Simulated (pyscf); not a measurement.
SnH₄ + H₂S -> SnH₂ [singlet] + H₂S + hydrogen (H₂), a multi-bond step (singlet surface; H–Sn, H–Sn, H–S broken, H–S, H–H formed). Structures and frequencies: ωB97X-D3(BJ)/def2-SVP in PySCF. Energies in kcal/mol from the separated reactants.

Small-basis levels: PySCF, no dispersion term, spherical d functions. 

Problem. Quick B3LYP/6-31G*+LANL2DZ single points give ΔE‡ = 52.3 kcal/mol and ΔE = +22.7 kcal/mol. What does ωB97M-D3(BJ)/def2-TZVP give, and how far is the quick result from it?

Solution. ωB97M-D3(BJ)/def2-TZVP gives ΔE‡ = 54.0 kcal/mol and ΔE = +22.8 kcal/mol. B3LYP/6-31G*+LANL2DZ lies 1.7 kcal/mol under it in the barrier and 0.1 kcal/mol under it in the reaction energy, so on this step it holds to within 3.0 kcal/mol. ωB97M-D3(BJ)/def2-TZVP has limits of its own. On the product side the descent ends in a bound adduct (not fully relaxed), 8.2 kcal/mol under the separated species and 36.1 kcal/mol under the saddle at ωB97X-D3(BJ)/def2-TZVP. The same reactants have a lower exit, to HS–SnH₃ + H₂ (barrier +43.3 kcal/mol at ωB97M-D3(BJ)/def2-TZVP, against +54.0 kcal/mol here). One saddle was located; it need not be the lowest between these sides. In the def2 sets elements past Kr carry core potentials, without spin-orbit coupling.
